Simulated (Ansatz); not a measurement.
This script makes the interaction energy of a dimer with the counterpoise correction of C2H3Cl, SMILES C=CCl with Ansatz 0.2.0 through its Python package.

The script, `c2h3cl.py`:
```python
'''Binding of a C2H3Cl dimer at a trial geometry.'''

import ansatz as az

FIRST = [
    ('C', (-0.4389, 0.1682, -0.5154)),
    ('C', (0.3759, -0.0078, 0.4604)),
    ('Cl', (0.8538, -1.5727, 0.9056)),
    ('H', (-0.8443, -0.594, -1.0993)),
    ('H', (-0.783, 1.2155, -0.8066)),
    ('H', (0.8364, 0.791, 1.0553)),
]
SECOND = [
    ('C', (-2.1095, 2.9723, -0.3276)),
    ('C', (-2.917, 2.2918, 0.4017)),
    ('Cl', (-4.4794, 1.9359, -0.1529)),
    ('H', (-2.3262, 3.333, -1.2811)),
    ('H', (-1.0653, 3.2353, 0.0472)),
    ('H', (-2.6836, 1.8763, 1.3901)),
]

def energy(atoms, ghosts=()):
    molecule = az.Crystal.molecule()
    for symbol, xyz in atoms:
        molecule = molecule.atom(symbol, xyz)
    calc = (
        molecule.calculation()
        .basis(gaussian='def2-SVP')
        .functional('PBE0', dispersion='d3bj')
    )
    deck = calc.input()
    if ghosts:
        deck = deck.set(az.key.basis.gaussian.ghost_atoms, [{'symbol': s, 'position_ang': list(xyz)} for s, xyz in ghosts])
    return az.Session.from_dict(deck).plan().execute().report['free_energy_ev']


def main() -> None:
    # monomers in their own basis and in the basis of the dimer
    both = energy(FIRST + SECOND)
    alone = energy(FIRST) + energy(SECOND)
    ghosted = energy(FIRST, SECOND) + energy(SECOND, FIRST)
    print(f'dimer {both:.6f} eV')
    print(f'interaction, uncorrected   {96.485332 * (both - alone):8.3f} kJ/mol')
    print(f'interaction, counterpoise  {96.485332 * (both - ghosted):8.3f} kJ/mol')
    print(f'basis-set superposition    {96.485332 * (alone - ghosted):8.3f} kJ/mol')


if __name__ == '__main__':
    main()
```

How large is the interaction at this pose, and how much of it is basis-set superposition?

Uncorrected it is 3.588 kJ/mol, with the counterpoise correction 5.917 kJ/mol; the difference, 2.33 kJ/mol, is the superposition error. In this basis both values are repulsive.

The run itself:

```console
$ python c2h3cl.py
dimer -29264.783462 eV
interaction, uncorrected      3.588 kJ/mol
interaction, counterpoise     5.917 kJ/mol
basis-set superposition       2.329 kJ/mol
```

Total energies depend on the basis set; only differences at equal settings carry meaning. The dimer is a generated trial pose of unrelaxed monomers, not a minimum, so the figure is no binding energy, and the basis set is small. It ran for 13 s on 1 thread of Arm Neoverse V1, with other jobs on the host, peak memory 0.32 GiB.
